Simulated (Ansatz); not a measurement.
# CH4AlCl: the cost of one run

All numbers below are computed with Ansatz 0.2.0 (RHF/def2-mTZVP).

## Step 1: The system as given

Bond lengths: Al1–C2 2.170 Å, C2–H3 1.110 Å, C2–H4 1.110 Å, C2–H5 1.110 Å, Al1–H6 1.760 Å, Al1–Cl7 2.230 Å. Angles: Al1–C2–H3 70.8°, Al1–C2–H4 134.6°, Al1–C2–H5 112.9°, H3–C2–H4 109.4°, H3–C2–H5 109.4°, H4–C2–H5 109.4°, C2–Al1–H6 44.2°, C2–Al1–Cl7 160.3°, H6–Al1–Cl7 155.5°.

As a file:

```xyz
7

Al    0.0000    0.0000    0.0000
C     1.4047    0.0000    1.6540
H     0.4051   -0.3092    2.0245
H     2.1723   -0.7111    2.0245
H     1.6368    1.0203    2.0245
H     1.7519    0.0000    0.1685
Cl   -1.9312    0.0000   -1.1150
```

## Step 2: Pulling towards end A

Springs on the bonds that form and break draw the guess towards this end; the thresholds are loose.

The input, input.yaml:

```yaml
crystal:
  periodic: [false, false, false]
  atoms:
    - { symbol: Al, position_ang: [0.0, 0.0, 0.0] }
    - { symbol: C, position_ang: [1.4047, 0.0, 1.654] }
    - { symbol: H, position_ang: [0.4051, -0.3092, 2.0245] }
    - { symbol: H, position_ang: [2.1723, -0.7111, 2.0245] }
    - { symbol: H, position_ang: [1.6368, 1.0203, 2.0245] }
    - { symbol: H, position_ang: [1.7519, 0.0, 0.1685] }
    - { symbol: Cl, position_ang: [-1.9312, 0.0, -1.115] }
basis:
  gaussian: { orbitals: def2-mTZVP }
hamiltonian:
  xc: hf
relax:
  f_tol: 0.15
  max_steps: 25
  restrain:
    - { distance: [1, 5], at: 2.31, k: 30.0 }
    - { distance: [0, 1], at: 1.97, k: 30.0 }
    - { distance: [0, 5], at: 1.56, k: 30.0 }
```

Run with:

```sh
$ ansatz run input.yaml --threads 1 --pin off --max-ram 2048MiB --backend cpu --events-out ev --progress --plain --runs-dir out
```

What time and memory should one allow on 1 thread of Arm Neoverse V2, shared host?

About 11 s, with a peak of 0.13 GiB.
